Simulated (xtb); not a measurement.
**GFN1-xTB (ALPB woctanol, hydrogen mass 4 u, md dump 4 fs, md temperature 200 K, md time 0.1 ps) run of doublet C3H5FO+**

We compute molecular dynamics of doublet C3H5FO+. 

Program for the calculation: xtb 6.7.1.

2 further runs of the same task are left out: 2 set aside as unsound or not needed.

## (1) The structure to begin with

C3H5FO+: 10 atoms, total charge +1, spin state doublet. As SMILES of the parent species, `OC1(F)CC1`. The shape was relaxed beforehand at GFN2-xTB. This is one conformer, not always the lowest. The run starts from this shape.

Bond lengths: O1–C2 1.360 Å, C2–F3 1.380 Å, C2–C4 1.486 Å, C2–C5 1.495 Å, C4–C5 1.513 Å, O1–H6 0.966 Å, C4–H7 1.078 Å, C4–H8 1.078 Å, C5–H9 1.078 Å, C5–H10 1.079 Å. Some angles: O1–C2–F3 111.1°, O1–C2–C4 120.7°, O1–C2–C5 123.1°, F3–C2–C4 117.1°, F3–C2–C5 115.6°, C4–C2–C5 61.0°, C2–C4–C5 59.8°, C2–C5–C4 59.2°, C2–O1–H6 110.3°, C2–C4–H7 117.6°.

## (2) A short trajectory at GFN1-xTB (ALPB woctanol, hydrogen mass 4 u, md dump 4 fs, md temperature 200 K, md time 0.1 ps)

File detailed.inp:

```
$md
   temp=200
   time=0.1
   step=2
   dump=4
   hmass=4
   shake=0
   nvt=false
$end
```

File geo.gen:

```
10 C
 O C F H
   1  1     -1.30003700      0.52199100      0.99826100
   2  2     -0.05851300      0.16546500      0.57202800
   3  3      0.89254600      0.42493500      1.53733200
   4  2      0.13757200     -1.04732200     -0.26338200
   5  2      0.39592600      0.32621900     -0.84345800
   6  4     -1.33085900      1.46917600      1.18729200
   7  4      0.98657800     -1.67365200     -0.04296400
   8  4     -0.74888500     -1.57657500     -0.57342600
   9  4     -0.31164500      0.72079600     -1.55522200
  10  4      1.42041800      0.61766500     -1.01356200
```

Launch:

```console
$ xtb geo.gen -c 1 --uhf 1 -I detailed.inp --md --alpb woctanol --gfn 1 | tee out.txt
```

**Question.** What will come out? Wanted: potential energy of the last frame.

Computed results:

At GFN1-xTB (ALPB woctanol, hydrogen mass 4 u, md dump 4 fs, md temperature 200 K, md time 0.1 ps):

| quantity | value |
| --- | --- |
| potential energy of the last frame | -18.36660 Eh |
